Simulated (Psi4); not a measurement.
Psi4 input (wB97X-D/6-31G*):

```
memory 1500 MB

molecule {
-1 1
C     0.00459725   -0.00249754    0.33487939
C     0.02158522   -0.01172655    1.57233990
C    -0.01550427    0.00842296   -1.12938267
H    -0.01786863    1.02668686   -1.54815061
H     0.85593006   -0.49887077   -1.57152384
H    -0.90213069   -0.49300933   -1.54734531
symmetry c1
no_reorient
no_com
}

set {
  basis 6-31G*
  reference rks
  scf_type pk
  dft_radial_points 99
  dft_spherical_points 590
  e_convergence 1e-8
  d_convergence 1e-7
  maxiter 150
}

e = energy('wb97x-d')
print_out(f'\nFINAL {e:.10f} DIPOLE {variable("CURRENT DIPOLE")[0]:.6f} {variable("CURRENT DIPOLE")[1]:.6f} {variable("CURRENT DIPOLE")[2]:.6f}\n')
```

From the last part of the output:

```
      30A      1.205918    31A      1.387038    32A      1.579366
      33A      1.759393    34A      1.759394    35A      1.781552
      36A      1.942369    37A      1.942370    38A      2.218529
      39A      2.218530    40A      2.317277    41A      2.317279
      42A      2.388429    43A      2.526760    44A      2.526762
      45A      2.825845    46A      3.078692    47A      3.078693
      48A      3.577343    49A      4.411235    50A      4.516446
      51A      4.948836

    Final Occupation by Irrep:
              A
    DOCC [    11 ]
    NA   [    11 ]
    NB   [    11 ]

  @RKS Final Energy:  -115.95828643835432

   => Energetics <=

    Nuclear Repulsion Energy =             52.3406062535845251
    One-Electron Energy =                -263.9117632768691806
    Two-Electron Energy =                 107.5563577434458296
    DFT Exchange-Correlation Energy =     -11.9426164859843897
    Empirical Dispersion Energy =          -0.0008706725311118
    VV10 Nonlocal Energy =                  0.0000000000000000
    Total Energy =                       -115.9582864383543210

Computation Completed

Properties will be evaluated at   0.000000,   0.000000,   0.000000 [a0]

Properties computed using the SCF density matrix

 Multipole Moments:

 ------------------------------------------------------------------------------------
     Multipole            Electronic (a.u.)      Nuclear  (a.u.)        Total (a.u.)
 ------------------------------------------------------------------------------------

 L = 1.  Multiply by 2.5417464519 to convert [e a0] to [Debye]
 Dipole X            :         -0.0343507           -0.0000001           -0.0343509
 Dipole Y            :          0.0186671           -0.0000000            0.0186671
 Dipole Z            :         -2.5028732           -0.0000001           -2.5028733
 Magnitude           :                                                    2.5031786

 ------------------------------------------------------------------------------------

FINAL -115.9582864384 DIPOLE -0.034351 0.018667 -2.502873

*** Psi4 exiting successfully. Buy a developer a beer!
```

The dipole moment of an ion depends on the origin.
